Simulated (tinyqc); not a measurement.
Worked calculation: Hueckel theory of the pi electrons with the omega technique, for the molecule O=Cc1c[cH+]1 (SMILES; centres numbered as the heavy atoms are written). One step of it, computed by the program tinyqc.

Question. Energy, charges, bond orders. E = sum n x; q_r = z_r - P_rr; bond order p = P_rs; free valence = sqrt(3) - sum of p over the bonds of the atom.

final x values: 2.533971  1.527998  -0.042896  -0.665632  -1.353445

occupations: 2.000000  2.000000  0.000000  0.000000  0.000000

final P, lower triangle:
```
           1O        2C        3C        4C        5C
1O   1.176987
2C   0.910675  0.780457
3C   0.153036  0.347393  0.711295
4C  -0.240757  0.029924  0.621509  0.665631
5C  -0.240757  0.029924  0.621509  0.665631  0.665631
```

Centres:
```
centre  z_r, pi electrons of the neutral centre         h
1O                                            1  1.000000
2C                                            1  0.000000
3C                                            1  0.000000
4C                                            1  0.000000
5C                                            1  0.000000
```

Bonds:
```
i  j         k
1  2  1.000000
2  3         1
3  4         1
4  5         1
5  3         1
```

Give: pi energy = 4 alpha + this times beta; pi charges; Bond orders and lengths from R = 1.517 - 0.180 p; free valence of the carbons; gap between the highest filled and the next level.

Answer.

pi energy = 4 alpha + this times beta = 8.124

pi charges: 1O -0.177, 2C 0.220, 3C 0.289, 4C 0.334, 5C 0.334

Bond orders and lengths from R = 1.517 - 0.180 p (angstrom, C-C alone):
```
bond      p      R
1-2   0.911      -
2-3   0.347  1.454
3-4   0.622  1.405
4-5   0.666  1.397
5-3   0.622  1.405
```

free valence of the carbons: 2C 0.474, 3C 0.142, 4C 0.445, 5C 0.445

gap between the highest filled and the next level = 1.571 |beta|
